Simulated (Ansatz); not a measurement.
## Other spins and charges of H₃Si–GeH, singlet at one geometry

Geometry (PBE0/def2-TZVP stationary point for this spin, not checked as a minimum):

```xyz
6

Si    0.0000    0.0278    1.7126
Ge    0.0000   -0.0307   -0.7441
H     0.0000    1.3481    2.4004
H     1.1976   -0.7339    2.1785
H    -1.1976   -0.7339    2.1785
H     0.0000    1.5581   -0.8556
```

Basis cc-pVDZ; Ansatz 0.2.0. Only valence electrons are correlated (noble-gas cores and the filled d shells of p-block atoms frozen). Prefix R: restricted or restricted open-shell reference. No spin–orbit coupling is included, and no scalar relativity.

Gaps are energies of the second state less the first, at fixed atoms, for a selection of the levels run; each method lands on the state that its own search finds for that charge and spin.

Question: PBE gives 8.637 eV for removing an electron, to the doublet. Estimate what RCCSDT(Q) gives in cc-pVDZ.

Answer: RCCSDT(Q) in cc-pVDZ gives 8.568 eV, so against it PBE is off by 0.069 eV, of which a good part can be the reference's own basis and frozen-core error.

```json
{"level": "RHF", "gap (eV)": "7.928", "error (meV)": "-640"}
{"level": "RMP2", "gap (eV)": "8.484", "error (meV)": "-84"}
{"level": "CISD", "gap (eV)": "8.434", "error (meV)": "-134"}
{"level": "RCCSD", "gap (eV)": "8.553", "error (meV)": "-15"}
{"level": "RCCSD(T)", "gap (eV)": "8.568", "error (meV)": "0"}
{"level": "BCCD(T)", "gap (eV)": "8.568", "error (meV)": "0"}
{"level": "RCCSDT", "gap (eV)": "8.566", "error (meV)": "-2"}
{"level": "r2SCAN", "gap (eV)": "8.689", "error (meV)": "121"}
{"level": "PBE0", "gap (eV)": "8.696", "error (meV)": "128"}
{"level": "B3LYP", "gap (eV)": "8.751", "error (meV)": "183"}
{"level": "wB97M-V", "gap (eV)": "8.716", "error (meV)": "148"}
{"level": "B2PLYP", "gap (eV)": "8.629", "error (meV)": "61"}
{"level": "RPA-PBE", "gap (eV)": "8.703", "error (meV)": "135"}
```

Question: PBE gives 1.120 eV for triplet less singlet. Estimate what RCCSDT(Q) gives in cc-pVDZ.

Answer: RCCSDT(Q) in cc-pVDZ gives 1.063 eV, so against it PBE is off by 0.057 eV, of which a good part can be the reference's own basis and frozen-core error.

```
   level  gap (eV)  error (meV)
     RHF     0.669         -394
    RMP2     0.961         -102
    CISD     0.958         -105
   RCCSD     1.059           -4
RCCSD(T)     1.064            1
 BCCD(T)     1.064            1
  RCCSDT     1.061           -2
  r2SCAN     0.926         -137
    PBE0     1.059           -4
   B3LYP     1.227          164
 wB97M-V     1.204          141
  B2PLYP     1.160           97
 RPA-PBE     1.137           74
```

In so small a basis the reference is far from its limit while semilocal and hybrid functionals are nearer theirs (RPA and double hybrids share part of the reference's basis error), so the functionals' errors here hold much of the reference's basis and frozen-core error, which can add to them or hide them.

Full CI isn't at hand for all of this; RCCSDT(Q) serves as the reference, and is uncertain by the last step of the cluster series or more.
